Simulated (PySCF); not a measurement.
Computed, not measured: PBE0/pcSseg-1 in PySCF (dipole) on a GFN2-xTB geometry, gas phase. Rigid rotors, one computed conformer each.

Species:
1. `[CH3:1][CH:2]([CH3:3])[O:4][CH2:5][F:6]` with C1–C2–O4–C5 83°, C2–O4–C5–F6 70°
2. cis-1,2-difluoroethene, `C(/F)=C/F`
3. `[CH2:1]=[CH:2][CH2:3][C:4](=[CH2:5])[Cl:6]` with C1–C2–C3–C4 -119°, C2–C3–C4–C5 109°

Rotational constants (MHz) and dipole components (D):

| set | A | B | C | μa | μb | μc |
| --- | --- | --- | --- | --- | --- | --- |
| P | 5984 | 2171 | 1885 | 1.26 | 1.37 | 0.08 |
| Q | 21943 | 5727 | 4542 | 0.00 | 2.39 | 0.00 |
| R | 4906 | 1778 | 1447 | 1.04 | 1.07 | 0.32 |

Problem. Which set belongs to which species?

Solution. P = 1, Q = 2, R = 3.

- 1 (set P): mass 92.1 u, 6 heavy atoms, longest extent 5.3 Å, C1, asymmetric top, Ia, Ib, Ic = 84.5, 232.8, 268.1 u·Å².
- 2 (set Q): mass 64.0 u, 4 heavy atoms, longest extent 3.3 Å, C2v, asymmetric top, Ia, Ib, Ic = 23.0, 88.2, 111.3 u·Å².
- 3 (set R): mass 102.0 u, 6 heavy atoms, longest extent 5.9 Å, C1, asymmetric top, Ia, Ib, Ic = 103.0, 284.3, 349.2 u·Å².

Each constant is 505379 MHz·u·Å² over a principal moment. Point groups hold within 0.08 Å; constants that symmetry makes equal can differ a little in the computed geometry, and forbidden dipole components can keep a residue. No structure here is proved a minimum.
